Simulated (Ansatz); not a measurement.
**FHMgO (SMILES [OH][Mg][F]): single points off equilibrium**

An exercise on one series of results from a longer session: the logs are not shown, and one member is left open.

Computed with Ansatz 0.2.0, Gaussian basis. Level: single points in def2-TZVPP.

Cores are frozen in the correlated methods. The outer core shell of Li, Na, Mg and K is correlated. B3LYP uses VWN-RPA correlation.

## The starting structure

4 atoms, charge 0, spin multiplicity 1.

Atoms are counted from 1 here; the program's logs count them from 0.

Bond lengths: O1–Mg2 1.728 Å, O1–H4 0.928 Å, Mg2–F3 1.779 Å. Angles: Mg2–O1–H4 121.8°, O1–Mg2–F3 130.5°.

Coordinates:

```xyz
4
charge 0, multiplicity 1
O    -0.0242    0.9673   -0.4674
Mg   -0.5357   -0.5562    0.1678
F     0.2907   -2.1316    0.1991
H     0.3636    1.6162    0.0703
```

The first run:

The input, run/in.yaml:

```yaml
crystal:
  periodic: [false, false, false]
  atoms:
    - {symbol: O, position_ang: [-0.024200, 0.967300, -0.467400]}
    - {symbol: Mg, position_ang: [-0.535700, -0.556200, 0.167800]}
    - {symbol: F, position_ang: [0.290700, -2.131600, 0.199100]}
    - {symbol: H, position_ang: [0.363600, 1.616200, 0.070300]}
basis:
  gaussian: {orbitals: def2-TZVPP}
correlation: {method: ccsd_t}
output: {forces: true}
```

No record of the launch command was kept for these runs.

Among the steps run: CCSD(T)/def2-TZVPP; PBE0-D4/def2-TZVPP; wB97M-V/def2-TZVPP; r2SCAN-D4/def2-TZVPP; PBE-D4/def2-TZVPP; wB97X-V/def2-TZVPP; B3LYP-D4/def2-TZVPP.

One of the session's tables, all rows but one given; the rest of the session is left out.

```
   method  RMS force component (eV/Å)  angle to CCSD(T) forces (°)  dipole (D)
  CCSD(T)                       0.909                    reference        4.87
  PBE0-D4                       0.884                          1.3        4.76
  wB97M-V                       0.893                          1.8        4.76
r2SCAN-D4                           ?                            ?           ?
   PBE-D4                       1.006                         14.2        4.45
  wB97X-V                       0.900                          2.6        4.82
 B3LYP-D4                       0.916                          3.5        4.69
```

Q: Estimate the row for r2SCAN-D4 from the others.

**Answer.** RMS force component (eV/Å): 0.907; angle to CCSD(T) forces (°): 2.6; dipole (D): 4.70. In the column «RMS force component (eV/Å)» it lies between wB97X-V (0.900) and CCSD(T) (0.909).
